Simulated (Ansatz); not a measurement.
# Smallest direct gap on the k points sampled of zinc-blende CdSe at several levels of theory

No measured value is used here.

```tsv
level (code)	value (eV)	cell (Å³/atom)
LDA+SOC (Ansatz)	0.24	27.71
BLYP (Ansatz)	___	31.52
PBE+SOC (Ansatz)	0.52	27.71
PBE-D3(BJ) (Ansatz)	___	28.53
r²SCAN+SOC (Ansatz)	1.01	27.71
HSE06+SOC (Ansatz)	1.45	27.71
PBE0-D3(BJ) (Ansatz)	2.16	27.76
r²SCAN50 (Ansatz)	3.86	28.22
Hartree–Fock (Ansatz)	___	31.26
```

### Question
Complete the blanks.

### Answer

- BLYP (Ansatz, a program for electronic structure), value (eV): 0.28
- PBE-D3(BJ) (Ansatz), value (eV): 0.58
- Hartree–Fock (Ansatz), value (eV): 7.19

Computed values are for a static lattice. Spin–orbit coupling is included only where a level's name says +SOC; with heavier elements it mostly lowers gaps and can invert bands.  BLYP, Hartree–Fock: the cell is over a tenth larger than the published one: the level's own overestimate first of all, though another phase or state, or a fault of the published cell, is possible. Values are at the level's own equilibrium cell; LDA+SOC at a fixed cell, not relaxed at this level and not confirmed as the measured one; PBE+SOC at a fixed cell, not relaxed at this level and not confirmed as the measured one; r²SCAN+SOC at a fixed cell, not relaxed at this level and not confirmed as the measured one; HSE06+SOC at a fixed cell, not relaxed at this level and not confirmed as the measured one. Cutoffs and k meshes differ between the levels. Ansatz's density-functional and Hartree–Fock values are scalar-relativistic unless marked +SOC, with PAW data made under PBE.
